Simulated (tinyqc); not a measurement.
The integration grid: Kohn-Sham B3LYP on finer and finer grids in the sto-6g basis, for LiH, spin multiplicity 3. Computed by the program tinyqc with PySCF. Command: `OMP_NUM_THREADS=1 python tinyqc.py 112170 112171 out.jsonl`; one thread of a shared host (Intel(R) Xeon(R) Processor @ 2.60GHz), about 6 s.

Geometry (angstrom):
```
atom       x       y       z
Li    0.0000  0.0000  0.0000
H     0.0000  0.0000  1.3740
```

Self-consistent on each grid; the net force on the molecule should vanish.

Kohn-Sham energy on Becke grids (radial x angular points per atom):
```
grid       points  residual of the electron count  E (hartree)  E - finest (mhartree)  largest net force without grid terms (hartree/bohr)
10 x 14       273                       -5.10e-02    -7.884586              16.678086                                             1.82e-02
15 x 26       769                        5.90e-03    -7.903089              -1.824866                                             1.11e-02
20 x 50      1985                       -6.01e-04    -7.901244               0.020456                                             3.87e-04
30 x 86      5139                        4.69e-05    -7.901322              -0.057329                                             3.84e-04
50 x 194    19352                        4.55e-06    -7.901267              -0.002340                                             1.33e-05
75 x 302    45206                       -5.25e-07    -7.901264               0.000257                                             2.56e-07
120 x 590  141353                       -4.98e-09    -7.901264               0.000000                                             6.69e-08
```

The energy is within 0.1 mhartree of the finest grid first at 20 x 50. The error has both signs, since quadrature is not variational. The electron count and the net force are cheap signs of a poor grid.
